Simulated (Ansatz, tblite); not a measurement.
Cost and result up the ladder for the cluster Mg3H4 (the lowest singlet isomer of a short search) (7 atoms). The state is a singlet with charge 0. Geometry: r2SCAN-D4/def2-TZVP.

Cartesian coordinates in Å:
```
Mg 1.399 -0.068 0.352
Mg -0.191 1.106 -2.419
Mg -1.334 -0.307 0.461
H 3.077 0.156 0.127
H 0.123 -1.400 0.018
H -3.039 -0.383 0.378
H -0.036 0.896 1.083
```

Ansatz on 4 threads of Arm Neoverse V2 on a shared host; xTB runs through tblite on one thread. Times are rough, summed over both states, and most runs start from the orbitals of an earlier one. CCSD(T)/def2-TZVPP serves as the yardstick here, not as an exact answer. Differences are given only for rows in sets of like size (and for xTB, whose basis is part of the method), since another set adds its own error. The other state is a quintet at its own geometry, which has other bonds, so the gap mixes isomer and spin.

The xTB rows come from tblite. B3LYP takes the VWN-RPA correlation. HSE06 is defined as in plane-wave codes, on full-range PBE exchange. Correlated methods freeze 3 core orbitals; core or outer-core shells of Mg are correlated, in sets that lack core-valence functions. In the quintet, H4 and H7 lie 0.77 Å apart (atoms count from 1), so H2 has formed as a molecule. The structure comes from a short search, and lower isomers may exist.

Run but left out: GFN2-xTB (tight binding far off the other levels).

Correlated methods converge slowly with the basis.

xTB has no spin-polarisation term.

```tsv
level	functions	wall time
GFN1-xTB	20	0.004 s
HF/6-31G	47	0.35 s
LDA (SPW92)/def2-TZVP	120	1.2 s
MP2/def2-TZVP	120	1.6 s
B3LYP-D4/6-31G	47	1.9 s
PBE-D4/def2-TZVP	120	2.2 s
HSE06-D4/def2-TZVP	120	2.9 s
RPA@PBE/def2-TZVP	120	3.8 s
PBE-QIDH/def2-TZVP	120	3.9 s
PBE0-D4/def2-TZVP	120	4 s
r2SCAN-D4/def2-TZVP (with forces)	120	5.6 s
ωB97M-V/def2-TZVP	120	11 s
B97M-V/def2-TZVP	120	11 s
CCSD(T)/def2-TZVPP	152	2.8 min
```

(1) Estimate what each level gives for the quintet − singlet (eV).

Answers

(1) 
```tsv
level	quintet − singlet (eV)	difference from CCSD(T)/def2-TZVPP (eV)
GFN1-xTB	8.36	4.77
HF/6-31G	2.59	–
LDA (SPW92)/def2-TZVP	3.32	-0.28
MP2/def2-TZVP	3.34	-0.25
B3LYP-D4/6-31G	3.76	–
PBE-D4/def2-TZVP	3.24	-0.36
HSE06-D4/def2-TZVP	3.25	-0.34
RPA@PBE/def2-TZVP	3.50	-0.09
PBE-QIDH/def2-TZVP	3.31	-0.29
PBE0-D4/def2-TZVP	3.26	-0.33
r2SCAN-D4/def2-TZVP (with forces)	2.93	-0.66
ωB97M-V/def2-TZVP	4.32	0.73
B97M-V/def2-TZVP	4.03	0.44
CCSD(T)/def2-TZVPP	3.59	0.00
```
